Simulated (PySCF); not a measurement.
Species: ethyl chloride, C₂H₅Cl.
SMILES: `CCCl`

Level of theory: EOM-EE-CCSD/aug-cc-pVDZ in PySCF, restricted Hartree–Fock reference, frozen core, non-relativistic, gas phase, PBE0-D3(BJ)/def2-SVP geometry.

**Question.** Give the EOM-CCSD singlets and triplets.

**Answer.** 
| state | E (eV) | cm⁻¹ | main singles (HF orbitals, share of the singles part) |
| --- | --- | --- | --- |
| singlet 1 | 7.55 | 60890 | HOMO→LUMO 21 %, HOMO→LUMO+5 20 %, HOMO→LUMO+16 16 % |
| singlet 2 | 7.62 | 61460 | HOMO-1→LUMO 20 %, HOMO-1→LUMO+5 20 %, HOMO-1→LUMO+16 16 % |
| singlet 3 | 7.85 | 63310 | HOMO→LUMO 35 %, HOMO→LUMO+5 26 %, HOMO→LUMO+3 20 % |
| singlet 4 | 7.94 | 64040 | HOMO-1→LUMO 37 %, HOMO-1→LUMO+5 27 %, HOMO-1→LUMO+3 20 % |
| triplet 1 | 7.00 | 56460 | HOMO→LUMO+16 27 %, HOMO→LUMO+5 24 %, HOMO→LUMO+9 8 % |
| triplet 2 | 7.07 | 57020 | HOMO-1→LUMO+16 30 %, HOMO-1→LUMO+5 25 %, HOMO-1→LUMO+9 9 % |

**Question.** What is the vertical gap between the lowest excited singlet and the lowest triplet?

**Answer.** 7.55 − 7.00 = 0.55 eV (53 kJ/mol).

The first EOM-IP-CCSD ionisation energy is 10.94 eV, 3.00 eV above the highest singlet listed and 3.39 eV above the lowest.

T1 diagnostic 0.009. EOM-CCSD puts states of mainly double-excitation character too high. An iterative search for so few roots can pass over a low state.
